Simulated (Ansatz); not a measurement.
**AlN2 (sextet): wave-function methods side by side, def2-TZVPP**

The task here is to estimate one member of a computed series from the others.

Method: def2-TZVPP, core rule «outside noble gas», up to 7 orbitals frozen; program: Ansatz 0.2.0, Gaussian basis.

To be run: UHF; ROHF; CCSD(T) on UHF.

## What is computed

The geometry is a PBE0/def2-TZVP stationary point (not a proven minimum) of the parent state, kept for this charge and spin.

3 atoms, charge 0, spin multiplicity 6.

Atoms are counted from 1 here; the program's logs count them from 0.

Bond lengths: Al1–N2 1.785 Å, N2–N3 1.137 Å. Angles: Al1–N2–N3 180.0°.

Geometry (Å):

```xyz
3
AlN2
Al    0.0000    0.0000    1.5692
N     0.0000    0.0000   -0.2160
N     0.0000    0.0000   -1.3532
```

Set-up of the first run:

in.yaml reads:

```yaml
crystal:
  periodic: [false, false, false]
  atoms:
    - {symbol: Al, position_ang: [0.000000, 0.000000, 1.569200]}
    - {symbol: N, position_ang: [0.000000, 0.000000, -0.216000]}
    - {symbol: N, position_ang: [0.000000, 0.000000, -1.353200]}
basis:
  gaussian: {orbitals: def2-TZVPP}
magnetization: {spin_polarized: true, initial_magnetization: 5}
hamiltonian: {xc: hf}
output: {orbitals: {seedname: orbitals}}
```

Run with:

```sh
> ansatz run in.yaml --threads 1 --pin off --events-out ev --progress --plain --max-ram 3968MiB --backend cpu
```

Steps of the session up to this table: UHF; ROHF; CCSD(T) on UHF.

One of the session's tables, all rows but one given; the rest of the session is left out.

| method | from UCCSD(T) (meV) |
| --- | --- |
| ROHF | +10135.5 |
| UHF | ? |
| UMP2 | +1201.9 |
| UCCSD | +384.6 |
| UCCSD(T) | 0 |

Estimate the missing values for UHF.

**Answer.** from UCCSD(T) (meV): +9721.8. In the column «from UCCSD(T) (meV)» it lies between UMP2 (+1201.9) and ROHF (+10135.5).
